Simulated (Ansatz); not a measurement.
Two shapes of doublet N2H6(+) in separate pieces.

Shape 1:

```xyz
8

N     0.0000    0.0000    0.0000
H     0.9380    0.3810    0.0000
H    -0.4690    0.3810    0.8120
H    -0.4690    0.3810   -0.8120
N     0.0000    0.0000    6.0000
H     0.9380    0.3810    6.0000
H    -0.4690    0.3810    6.8120
H    -0.4690    0.3810    5.1880
```

Shape 2:

```xyz
8

N     0.0000    0.0000    0.0000
H     0.9380    0.3810    0.0000
H    -0.4690    0.3810    0.8120
H    -0.4690    0.3810   -0.8120
N     0.0000    0.0000    3.0000
H     0.9380    0.3810    3.0000
H    -0.4690    0.3810    3.8120
H    -0.4690    0.3810    2.1880
```

Basis set: cc-pVDZ (spherical functions). Frozen core: 2 orbitals. Correlation on ROHF uses semicanonical orbitals with singles. Charge 1, multiplicity 2.

Computed with Ansatz (development build ahead of 0.2.0); the reference of a correlated method needn't be the lowest determinant of its kind.

(1) Which shape is lower in energy, and by how much in each method?

## Answers

(1)

```csv
method,E(2) − E(1) (eV)
ROHF-CCSD,0.232
UHF-CCSD,0.186
ROHF-CCSD(T),0.084
UHF-CCSD(T),0.136
```

Shape 1 is lower. Caution: the reference determinant was not shown to be the lowest; the charge can sit on one fragment and break the point group. Caution for ROHF-CCSD, ROHF-CCSD(T): an unrestricted determinant lies well below; other determinants can give a lower correlated total. Caution for UHF-CCSD(T): another reference gives a lower total.
